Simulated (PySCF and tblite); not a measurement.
Values are calculated unless marked as measured or tabulated.
**Rotation: stationary points, barriers and rates**

System: C₄H₅F, numbered as in [CH2:1]=[CH:2][C:3](=[CH2:4])[F:5].

Motion: rotation about the C2–C3 bond (torsion C1–C2–C3–C4 from 180° to 360°, rising). Level: PBE0/pcSseg-2 + D3(BJ) on GFN2-xTB stationary points, with GFN2-xTB thermal terms. Rate constants are transition-state-theory values, counting equivalent paths, without tunnelling. (PySCF 2.14 with density fitting, tblite 0.8.)

```tsv
point	symmetry	E(GFN2) kcal/mol	E(DFT) kcal/mol	ZPE change kcal/mol	lowest mode cm⁻¹	dipole D
start	Cs	0.0	0.0	0.00	123	1.46
saddle	C1	5.4	7.3	-0.31	122i	1.66
end	Cs	0.8	3.3	-0.09	74	1.71
```

- Electronic barrier: 7.3 kcal/mol
- Barrier with zero-point energy: 7.0 kcal/mol
- ΔH‡ (298 K): 6.6 kcal/mol
- ΔS‡ (298 K, symmetry apart): -2.3 cal/(mol K)
- Paths: 2 equivalent paths
- End point: a different minimum
- Mean lifetime of the start against this motion at 298 K: 17 ns
- Cost: 69 s on 1 thread of Arm Neoverse V1 (shared host) (rough), peak memory 1 GiB, launched as `OMP_NUM_THREADS=1 python ens_run.py task.json out`

| T/K | ΔG‡ kcal/mol | k s⁻¹ | ΔG kcal/mol | k back s⁻¹ |
| --- | --- | --- | --- | --- |
| 150 | 7.0 | 355 | 3.1 | 1.2×10⁷ |
| 200 | 7.1 | 1.5×10⁵ | 3.1 | 3.6×10⁸ |
| 250 | 7.2 | 5.5×10⁶ | 3.1 | 2.8×10⁹ |
| 298 | 7.3 | 5.8×10⁷ | 3.1 | 1.1×10¹⁰ |
| 350 | 7.4 | 3.6×10⁸ | 3.1 | 3.1×10¹⁰ |
| 400 | 7.5 | 1.3×10⁹ | 3.1 | 6.6×10¹⁰ |
| 500 | 7.8 | 8.4×10⁹ | 3.1 | 1.9×10¹¹ |

ΔG and ΔG‡ leave out symmetry numbers and mirror images; rates count paths: 2 out, 2 back.
